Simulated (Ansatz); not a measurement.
# B₂SiH (quartet): the correlation ladder, cc-pVDZ

One table from this session's results is given with a row withheld; the runs are named, their logs left out.

Program: Ansatz 0.2.0, Gaussian basis. Level of theory: cc-pVDZ, core rule «outside noble gas», up to 7 orbitals frozen. These are calculated values, not measurements.

Plan: UHF; CCSD(T) on ROHF; CCSD(T) on UHF; BCCD(T) on ROHF; CISD as a restricted active space (open shells left free, so some higher excitations enter); CCSDT(Q) on ROHF; CCSDT(Q) on UHF.

19 further runs of the same task are left out: 5 that didn't finish, 14 set aside as unsound or not needed. Runs told in other sessions of the task aren't counted.

**The system**

The geometry is a PBE0/def2-TZVP stationary point (not a proven minimum).

4 atoms, charge 0, spin multiplicity 4.

Atoms are counted from 1 here; the program's logs count them from 0.

Bond lengths: B1–Si2 1.995 Å, B1–B3 1.731 Å, Si2–B3 1.946 Å, B3–H4 1.188 Å. Angles: Si2–B1–B3 62.5°, B1–Si2–B3 52.1°, B1–B3–Si2 65.4°, B1–B3–H4 134.1°, Si2–B3–H4 160.5°.

The first run:

in.yaml reads:

```yaml
crystal:
  periodic: [false, false, false]
  atoms:
    - {symbol: B, position_ang: [0.000000, -1.102278, -0.760213]}
    - {symbol: Si, position_ang: [0.000000, 0.151019, 0.792273]}
    - {symbol: B, position_ang: [0.000000, 0.594686, -1.102049]}
    - {symbol: H, position_ang: [0.000000, 1.236325, -2.101784]}
basis:
  gaussian: {orbitals: cc-pVDZ}
magnetization: {spin_polarized: true, initial_magnetization: 3}
hamiltonian: {xc: hf}
output: {orbitals: {seedname: orbitals}}
```

Started as:

```console
$ ansatz run in.yaml --threads 1 --pin off --events-out ev --progress --plain --max-ram 2393MiB
```

Steps of the session up to this table: UHF; CCSD(T) on ROHF; CCSD(T) on UHF; BCCD(T) on ROHF; CISD as a restricted active space (open shells left free, so some higher excitations enter); CCSDT(Q) on ROHF; CCSDT(Q) on UHF.

One table of the session follows, with a row left open; its other results are not shown here.

| method | from UCCSDT(Q) (meV) |
| --- | --- |
| ROHF | +6996.1 |
| UHF | +6842.7 |
| RMP2 | +1405.7 |
| UMP2 | +1448.5 |
| CISD | +983.9 |
| RCCSD | +421.5 |
| UCCSD | ? |
| RCCSD(T) | +81.9 |
| UCCSD(T) | +82.9 |
| BCCD(T) | +77.2 |
| RCCSDT | +29.5 |
| UCCSDT | +28.5 |
| RCCSDT(Q) | +1.6 |
| UCCSDT(Q) | 0 |

Estimate the missing values for UCCSD.

As computed: from UCCSDT(Q) (meV): +416.8. In the column «from UCCSDT(Q) (meV)» it lies between UCCSD(T) (+82.9) and RCCSD (+421.5).

With the free atoms at the same levels and basis (separate runs), the atomisation energy is 9.616 eV at UCCSDT(Q), 9.567 eV at RCCSD(T), 9.565 eV at UCCSD(T), 7.938 eV at ROHF.

Caveats from the session: Restricted and unrestricted rows rest on different reference determinants; a gap between their highest levels can come from leftover correlation error, from unlike frozen cores or from another state.
